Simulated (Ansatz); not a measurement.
C3H5ClOS can be A, `CSC(=O)CCl`, or B, `COC(=S)CCl`.

Gas-phase electronic energies from Ansatz, PBE0-D4/def2-TZVP geometries. CBS: MP2 limit from def2 TZ/QZ plus the TZ coupled-cluster correction, frozen cores. DFT in def2-TZVPP. B3LYP here is the variant with VWN-RPA as its local correlation; programs differ in this. One conformer a species, not always the lowest.

(1) Which is lower in electronic energy at CCSD(T)/CBS, and by how much? (An estimate is asked.)

(2) Give E(B) − E(A) in kcal/mol with ωB97M-V, B3LYP, CCSD(T)/def2-TZVPP, PBE-D4, B2PLYP, LDA (SPW92), CCSD(T)/def2-SVP. (Best estimate.)

(3) Does the order hold for the free energy at 298.15 K (harmonic terms from PBE0-D4)? (Estimate.)

Largest T1 diagnostic: 0.015.

Results:

(1) Ansatz gave: A, by 20.1 kcal/mol.

(2) Computed: ωB97M-V 20.5, B3LYP 20.8, CCSD(T)/def2-TZVPP 19.8, PBE-D4 21.5, B2PLYP 20.6, LDA (SPW92) 18.3, CCSD(T)/def2-SVP 18.6. None reverses the order clearly.

(3) The calculation gave: Yes: G(B) − G(A) = +22.5 kcal/mol, for one conformer each. Modes under 60 cm⁻¹, often nearly free rotors, make the harmonic entropy too high.

At CCSD(T), def2-SVP lies −1.5 kcal/mol from the extrapolated value and def2-TZVPP −0.3 kcal/mol. In def2-TZVPP, CCSD(T) changes the Hartree–Fock value by −1.8 kcal/mol (the triples alone add −0.4 kcal/mol) and MP2 by −1.3 kcal/mol.
